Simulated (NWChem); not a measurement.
System: acetic acid (C2H4O2); SMILES CC(=O)O

Input file for NWChem:

```
start job
memory heap 200 mb stack 900 mb global 1100 mb
geometry units angstroms noautosym nocenter noautoz
  C     -0.034222     1.388339     0.000000
  C      0.106171    -0.104469     0.000000
  O     -1.089311    -0.716050     0.000000
  O      1.141770    -0.714233     0.000000
  H      0.958245     1.851169     0.000000
  H     -0.602691     1.709942    -0.884811
  H     -0.602691     1.709942     0.884811
  H     -0.905961    -1.668156     0.000000
end
basis spherical
  * library sto-3g
end
dft
  xc b3lyp
  iterations 150
end
property
  response 1 0.0773
end
task dft property
```

Excerpt of the output:

```
             Northwest Computational Chemistry Package (NWChem) 7.3.0
             --------------------------------------------------------

                             Geometry "geometry" -> ""
                             -------------------------

 Output coordinates in angstroms (scale by  1.889725989 to convert to a.u.)

  No.       Tag          Charge          X              Y              Z
 ---- ---------------- ---------- -------------- -------------- --------------
    1 C                    6.0000    -0.03422200     1.38833900     0.00000000
    2 C                    6.0000     0.10617100    -0.10446900     0.00000000
    3 O                    8.0000    -1.08931100    -0.71605000     0.00000000
    4 O                    8.0000     1.14177000    -0.71423300     0.00000000
    5 H                    1.0000     0.95824500     1.85116900     0.00000000
    6 H                    1.0000    -0.60269100     1.70994200    -0.88481100
    7 H                    1.0000    -0.60269100     1.70994200     0.88481100
    8 H                    1.0000    -0.90596100    -1.66815600     0.00000000

 Effective nuclear repulsion energy (a.u.)     121.5409608436

                              NWChem Property Module
                              ----------------------

                                 NWChem DFT Module
                                 -----------------

 Summary of "ao basis" -> "ao basis" (spherical)
 ------------------------------------------------------------------------------
       Tag                 Description            Shells   Functions and Types
 ---------------- ------------------------------  ------  ---------------------
 C                           sto-3g                  3        5   2s1p
 O                           sto-3g                  3        5   2s1p
 H                           sto-3g                  1        1   1s

            General Information
            -------------------
          SCF calculation type: DFT
          Wavefunction type:  closed shell.
          No. of atoms     :     8
          No. of electrons :    32
           Alpha electrons :    16
            Beta electrons :    16
          Charge           :     0
          Spin multiplicity:     1
          Use of symmetry is: off; symmetry adaption is: off
          Maximum number of iterations: 150
          AO basis - number of functions:    24
                     number of shells:    16
          Convergence on energy requested:  1.00D-06
          Convergence on density requested:  1.00D-05
          Convergence on gradient requested:  5.00D-04

              XC Information
              --------------
                         B3LYP Method XC Potential
                     Hartree-Fock (Exact) Exchange  0.200
                        Slater Exchange Functional  0.800 local
                    Becke 1988 Exchange Functional  0.720 non-local
              Lee-Yang-Parr Correlation Functional  0.810
                  VWN I RPA Correlation Functional  0.190 local

             Grid Information
             ----------------
          Grid used for XC integration:  medium
          Radial quadrature: Mura-Knowles
          Angular quadrature: Lebedev.
          Tag              B.-S. Rad. Rad. Pts. Rad. Cut. Ang. Pts.
          ---              ---------- --------- --------- ---------
          C                   0.70       49           8.0       434
          O                   0.60       49           8.0       434
          H                   0.35       45          10.0       434
          Grid pruning is: on
          Number of quadrature shells:   376
          Spatial weights used:  Erf1

      Superposition of Atomic Density Guess
      -------------------------------------

 Sum of atomic energies:        -223.77839850

      Non-variational initial energy
      ------------------------------

 Total energy =    -224.561244
 1-e energy   =    -551.114145
 2-e energy   =     205.011941
 HOMO         =      -0.194091
 LUMO         =       0.259231

   convergence    iter        energy       DeltaE   RMS-Dens  Diis-err
 ---------------- ----- ----------------- --------- --------- ---------
 d= 0,ls=0.0,diis     1   -225.7879606620 -3.47D+02  1.10D-01  1.24D+00
 d= 0,ls=0.0,diis     2   -225.2878633809  5.00D-01  8.11D-02  5.46D+00
 d= 0,ls=0.0,diis     3   -225.9635943278 -6.76D-01  2.20D-02  2.18D-01
 d= 0,ls=0.0,diis     4   -225.9920058146 -2.84D-02  5.79D-03  2.33D-02
 d= 0,ls=0.0,diis     5   -225.9954841906 -3.48D-03  4.03D-04  7.81D-05
  Resetting Diis
 d= 0,ls=0.0,diis     6   -225.9954940459 -9.86D-06  1.24D-04  1.02D-05
 d= 0,ls=0.0,diis     7   -225.9954955216 -1.48D-06  3.62D-05  1.29D-07
 d= 0,ls=0.0,diis     8   -225.9954955054  1.62D-08  2.36D-05  2.57D-07
 d= 0,ls=0.0,diis     9   -225.9954955421 -3.67D-08  5.64D-06  2.63D-08

         Total DFT energy =     -225.995495542138
      One electron energy =     -550.504076793949
           Coulomb energy =      232.603037484463
    Exchange-Corr. energy =      -29.635417076258
 Nuclear repulsion energy =      121.540960843606

 Numeric. integr. density =       31.999998983418

                       DFT Final Molecular Orbital Analysis
                       ------------------------------------

[...]

 DFT Linear Response polarizability / au
 Frequency  =       0.0773000 / au
 Wavelength =     589.4353558 / nm
              X              Y              Z
 -----------------------------------------------
 X      17.1769175      0.1193786     -0.0000000
 Y       0.1193779     18.1109246      0.0000000
 Z      -0.0000000     -0.0000000      7.8685821
 -----------------------------------------------
 Eigenvalues =      17.1619007     18.1259414      7.8685821
 Isotropic   =      14.3854747
 Anisotropic =       9.8109267
 -----------------------------------------------

 Magnetic Dipole Response Matrix (nonzero elements):

 Exiting AOResponse driver routine
```

Level: B3LYP/STO-3G. STO-3G and 3-21G are far too small for this property and stand as cheap habits. All runs use the structure optimised with PBE0/def2-SVP. B3LYP is NWChem's, with the RPA form of VWN correlation.
